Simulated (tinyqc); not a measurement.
Inside a calculation. Method: RKS/BP86 in the sto-6g basis, for LiH, spin multiplicity 1. One step of it, computed by the program tinyqc.

Problem. Iteration 2: building the Kohn-Sham matrix. J_ij = sum D_kl (ij|kl); F = H + J + V_xc; E = tr D H + tr D J / 2 + E_xc + E_nn.

D after iteration 1, order 1Li 1s, 1Li 2s, 1Li 2px, 1Li 2py, 1Li 2pz, 2H 1s:
$$\begin{pmatrix}
1.974175 & 0.033043 & 0.000000 & 0.000000 & -0.048558 & -0.157193 \\
0.033043 & 0.157990 & 0.000000 & 0.000000 & 0.130053 & 0.439490 \\
0.000000 & 0.000000 & 0.000000 & 0.000000 & 0.000000 & 0.000000 \\
0.000000 & 0.000000 & 0.000000 & 0.000000 & 0.000000 & 0.000000 \\
-0.048558 & 0.130053 & 0.000000 & 0.000000 & 0.109973 & 0.371369 \\
-0.157193 & 0.439490 & 0.000000 & 0.000000 & 0.371369 & 1.254102
\end{pmatrix}$$

core Hamiltonian H = T + V (hartree), order 1Li 1s, 1Li 2s, 1Li 2px, 1Li 2py, 1Li 2pz, 2H 1s:
$$\begin{pmatrix}
-4.688663 & -0.995253 & 0.000000 & 0.000000 & -0.008835 & -0.075255 \\
-0.995253 & -1.323138 & 0.000000 & 0.000000 & -0.086715 & -0.381747 \\
0.000000 & 0.000000 & -1.087904 & 0.000000 & 0.000000 & 0.000000 \\
0.000000 & 0.000000 & 0.000000 & -1.087904 & 0.000000 & 0.000000 \\
-0.008835 & -0.086715 & 0.000000 & 0.000000 & -1.153006 & -0.524726 \\
-0.075255 & -0.381747 & 0.000000 & 0.000000 & -0.524726 & -1.185687
\end{pmatrix}$$

Two-electron integrals (ij|kl) in chemists' order, unique and non-zero (hartree):
```
(11|11) 1.681247   (21|11) 0.242603   (21|21) 0.044507   (22|11) 0.397190
(22|21) 0.090279   (22|22) 0.290625   (31|31) 0.009437   (32|31) 0.014261
(32|32) 0.064236   (33|11) 0.397190   (33|21) 0.090279   (33|22) 0.290625
(33|33) 0.313125   (41|41) 0.009437   (42|41) 0.014261   (42|42) 0.064236
(43|43) 0.016875   (44|11) 0.397190   (44|21) 0.090279   (44|22) 0.290625
(44|33) 0.279374   (44|44) 0.313125   (51|51) 0.009437   (52|51) 0.014261
(52|52) 0.064236   (53|53) 0.016875   (54|54) 0.016875   (55|11) 0.397190
(55|21) 0.090279   (55|22) 0.290625   (55|33) 0.279374   (55|44) 0.279374
(55|55) 0.313125   (61|11) 0.017507   (61|21) 0.003170   (61|22) 0.006593
(61|33) 0.006497   (61|44) 0.006497   (61|51) 0.000427   (61|52) 0.000904
(61|55) 0.006786   (61|61) 0.000251   (62|11) 0.075363   (62|21) 0.017537
(62|22) 0.064389   (62|33) 0.060683   (62|44) 0.060683   (62|51) 0.002808
(62|52) 0.020036   (62|55) 0.071801   (62|61) 0.001550   (62|62) 0.028755
(63|31) 0.001071   (63|32) 0.005783   (63|53) 0.002589   (63|63) 0.001456
(64|41) 0.001071   (64|42) 0.005783   (64|54) 0.002589   (64|64) 0.001456
(65|11) 0.102578   (65|21) 0.024021   (65|22) 0.090473   (65|33) 0.084278
(65|44) 0.084278   (65|51) 0.004374   (65|52) 0.031198   (65|55) 0.102862
(65|61) 0.002183   (65|62) 0.043570   (65|65) 0.066441   (66|11) 0.238195
(66|21) 0.056119   (66|22) 0.226224   (66|33) 0.207577   (66|44) 0.207577
(66|51) 0.008767   (66|52) 0.081052   (66|55) 0.263520   (66|61) 0.005077
(66|62) 0.134631   (66|65) 0.209531   (66|66) 0.774999
```

nuclear repulsion = 0.71478237 hartree

V_xc (hartree), order 1Li 1s, 1Li 2s, 1Li 2px, 1Li 2py, 1Li 2pz, 2H 1s:
$$\begin{pmatrix}
-1.090746 & -0.119258 & 0.000000 & 0.000000 & -0.002975 & -0.009307 \\
-0.119258 & -0.137072 & 0.000000 & 0.000000 & -0.057444 & -0.079848 \\
0.000000 & 0.000000 & -0.124604 & 0.000000 & 0.000000 & 0.000000 \\
0.000000 & 0.000000 & 0.000000 & -0.124604 & 0.000000 & 0.000000 \\
-0.002975 & -0.057444 & 0.000000 & 0.000000 & -0.162025 & -0.123891 \\
-0.009307 & -0.079848 & 0.000000 & 0.000000 & -0.123891 & -0.483909
\end{pmatrix}$$

E_xc = sum of w rho eps_xc = -2.33762031 hartree

Give: Coulomb J; Kohn-Sham matrix F; total energy of this density.

Solution.

Coulomb J (hartree), order 1Li 1s, 1Li 2s, 1Li 2px, 1Li 2py, 1Li 2pz, 2H 1s:
$$\begin{pmatrix}
3.877 & 0.609 & 0.000 & 0.000 & 0.019 & 0.046 \\
0.609 & 1.273 & 0.000 & 0.000 & 0.157 & 0.399 \\
0.000 & 0.000 & 1.241 & 0.000 & 0.000 & 0.000 \\
0.000 & 0.000 & 0.000 & 1.241 & 0.000 & 0.000 \\
0.019 & 0.157 & 0.000 & 0.000 & 1.338 & 0.587 \\
0.046 & 0.399 & 0.000 & 0.000 & 0.587 & 1.803
\end{pmatrix}$$

Kohn-Sham matrix F (hartree), order 1Li 1s, 1Li 2s, 1Li 2px, 1Li 2py, 1Li 2pz, 2H 1s:
$$\begin{pmatrix}
-1.902 & -0.506 & 0.000 & 0.000 & 0.008 & -0.039 \\
-0.506 & -0.187 & 0.000 & 0.000 & 0.013 & -0.063 \\
0.000 & 0.000 & 0.028 & 0.000 & 0.000 & 0.000 \\
0.000 & 0.000 & 0.000 & 0.028 & 0.000 & 0.000 \\
0.008 & 0.013 & 0.000 & 0.000 & 0.023 & -0.061 \\
-0.039 & -0.063 & 0.000 & 0.000 & -0.061 & 0.134
\end{pmatrix}$$

total energy of this density = -7.93320 hartree
